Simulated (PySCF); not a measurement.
Species, as SMILES: P (PH3).
Geometry (B3LYP-D3(BJ)/def2-TZVP, fixed):
```xyz
4

P      0.0029     0.0016     0.1282
H     -0.0038     1.1839    -0.6561
H      1.0120    -0.6137    -0.6568
H     -1.0521    -0.5944    -0.6098
```
Charge 0, spin multiplicity 1.

How fast the mean static polarisability converges with the basis for several methods (PySCF): deviation from each method's own reference, in %. References: HF 29.78 bohr³, the value in aug-pcseg-3; PBE 31.83 bohr³, the value in aug-pcseg-3; PBE0 30.89 bohr³, the value in aug-pcseg-3. All functions are spherical. Density fitting with generated auxiliary sets. No added dispersion term, no relativity. 

```csv
basis,functions,HF,PBE,PBE0
def2-SVP,33,-26.9,-30.3,-28.8
6-31G**,33,-30.2,-34.3,-32.5
cc-pV(D+d)Z,38,-23.5,-27.0,-25.3
aug-pcseg-1,54,-1.5,-1.8,-1.8
def2-TZVPD,70,-1.0,-1.8,-1.3
pcseg-2,76,-16.7,-18.6,-17.7
def2-QZVPPD,175,-0.2,-0.5,-0.3
cc-pV(5+d)Z,265,-4.3,-5.7,-4.9
```

Mean absolute deviation over def2-TZVPD, pcseg-2: HF 8.9, PBE0 9.5, PBE 10.2 %.
